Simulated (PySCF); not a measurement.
C4H5N, SMILES C/C=C\C#N, singlet, PBE/def2-SVP optimised geometry.

```
10

C      1.48    -1.28     0.00
C     -0.01    -1.28     0.00
C     -0.81    -0.19     0.00
C     -0.32     1.16     0.00
N      0.07     2.26     0.00
H      1.88    -1.83     0.89
H      1.91    -0.26     0.00
H      1.88    -1.82    -0.89
H     -0.51    -2.26     0.00
H     -1.91    -0.30     0.00
```

Density from PBE/def2-TZVP (PySCF 2.14.0) at that geometry.

Minimum of the electron density along straight lines between bonded atoms, close to the bond critical point (lines longer than 1.1 times the sum of covalent radii, or with two minima, are not listed):

| bond | length / Å | ρ at the minimum / e bohr⁻³ | ∇²ρ there / e bohr⁻⁵ | position (fraction from the first atom) |
|---|---|---|---|---|
| C1–C2 | 1.492 | 0.259 | -0.65 | 0.48 |
| C2–C3 | 1.358 | ___ | -0.94 | 0.50 |
| C3–C4 | 1.429 | 0.281 | ___ | 0.47 |
| C4–N5 | 1.176 | 0.471 | ___ | 0.35 |
| C1–H6 | 1.111 | 0.262 | -0.84 | 0.64 |
| C1–H7 | 1.107 | 0.268 | -0.88 | 0.65 |
| C1–H8 | 1.111 | 0.262 | -0.84 | 0.64 |
| C2–H9 | 1.104 | 0.273 | -0.92 | 0.65 |
| C3–H10 | 1.102 | 0.271 | -0.92 | 0.65 |

Task: Complete the blanks.

Result: 
- C2–C3, ρ at the minimum / e bohr⁻³: 0.331
- C3–C4, ∇²ρ there / e bohr⁻⁵: -0.77
- C4–N5, ∇²ρ there / e bohr⁻⁵: -0.43
